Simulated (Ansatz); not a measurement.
**H4P (charge +1): composite energy at a relaxed geometry**

Aim: a composite energy at a relaxed geometry, for H4P (charge +1), run from a script. SMILES: [PH4+].

All numbers are computed with Ansatz 0.2.0, driven from Python. The levels of theory stand in the script.

## 1. Starting point

Bond lengths: P1–H2 1.411 Å, P1–H3 1.411 Å, P1–H4 1.411 Å, P1–H5 1.411 Å. Angles: H2–P1–H3 109.5°, H2–P1–H4 109.5°, H2–P1–H5 109.5°, H3–P1–H4 109.5°, H3–P1–H5 109.5°, H4–P1–H5 109.5°.

No structure file is read: the coordinates are typed or built in the script.

## 2. The script

File h4p_composite.py:

```python
# -*- coding: utf-8 -*-
"""A composite energy for H4P(+): DFT geometry, MP2 basis limit, coupled-cluster correction."""

import itertools

import ansatz as az
from ase.data import atomic_numbers, covalent_radii
import numpy as np

GEOMETRY = """
P    -0.00000   -0.00000    0.00000
H    -0.75620   -0.88770   -0.79440
H     0.34540   -0.63220    1.21320
H    -0.76390    1.15470    0.27220
H     1.17470    0.36530   -0.69100
"""


def main():
    molecule = az.Crystal.molecule()
    for line in GEOMETRY.strip().splitlines():
        symbol, *xyz = line.split()
        molecule = molecule.atom(symbol, [float(v) for v in xyz])

    calc = molecule.calculation().basis(gaussian="def2-SVP").functional("B3LYP").charge(1)
    symbols = [site.symbol for site in molecule.cartesian_sites]
    start = np.array([site.position_ang for site in molecule.cartesian_sites], dtype=float)
    rep = calc.relax(force_tolerance=0.01).run(threads=1, backend="cpu").report
    end = np.array(rep["positions_ang"])
    # pairs closer than 1.2 times the sum of covalent radii, before or after
    radius = [covalent_radii[atomic_numbers[s]] for s in symbols]
    span = lambda where, i, j: np.linalg.norm(where[i] - where[j])
    bonded = [(i, j) for i, j in itertools.combinations(range(len(symbols)), 2) if min(span(start, i, j), span(end, i, j)) < 1.2 * (radius[i] + radius[j])]
    print("pair        before    after (A)")
    for i, j in bonded:
        print(f"{symbols[i]}{i}-{symbols[j]}{j}".ljust(10), f"{span(start, i, j):8.4f} {span(end, i, j):8.4f}")

    minimum = az.Crystal.molecule()
    for symbol, place in zip(symbols, end):
        minimum = minimum.atom(symbol, place.tolist())
    at_minimum = minimum.calculation().charge(1)
    # MP2 extrapolated to the basis limit, plus the small-basis difference CCSD(T) - MP2
    level = lambda method, basis: at_minimum.basis(gaussian=basis).correlation(method).run(threads=1, backend="cpu").report
    small, large, cluster = level("mp2", "cc-pVDZ"), level("mp2", "cc-pVTZ"), level("ccsd_t", "cc-pVDZ")
    corr = lambda each: (each["free_energy_ev"] - each["reference_energy_ev"]) / 27.211386246
    mp2_limit = (27 * corr(large) - 8 * corr(small)) / 19
    pieces = {"HF / cc-pVTZ": large["reference_energy_ev"] / 27.211386246, "MP2 correlation, DZ-TZ limit": mp2_limit, "CCSD(T) - MP2 / cc-pVDZ": corr(cluster) - corr(small)}
    for name, value in pieces.items():
        print(f"{name:32s} {value:14.6f} Ha")
    print(f"{'sum':32s} {sum(pieces.values()):14.6f} Ha")
    print("T1 diagnostic", round(cluster["correlation"]["coupled_cluster"]["t1_diagnostic"], 4))


if __name__ == "__main__":
    main()
```

## 3. The run

Command:

```console
> python h4p_composite.py
```

Q: Predict the main results. Wanted: T1 diagnostic; composite energy.

The runs gave:

| quantity | value |
| --- | --- |
| T1 diagnostic | 0.01 |
| composite energy | -343.011906 Ha |
| runs compared | 3 |

**Reading.** All 3 runs converged, in 11 to 16 cycles. A T1 diagnostic under about 0.02 supports a single-reference treatment, as here. Run 0: After 2 moves the largest shift is 0.003 Å. The start was already close to the minimum. Notes:
- The sum leaves out core correlation, relativity, the Hartree-Fock basis error and zero-point energy; a DZ-TZ extrapolation is rough.
- b3lyp holds the VWN-RPA fit, as in Gaussian; the form of ORCA and Turbomole is b3lyp5.
- Inner cores stay frozen, so this is valence correlation.
- For Al to Cl the sets with a tight d function, cc-pV(X+d)Z, are usual.
- An extrapolation from small basis sets is rough.
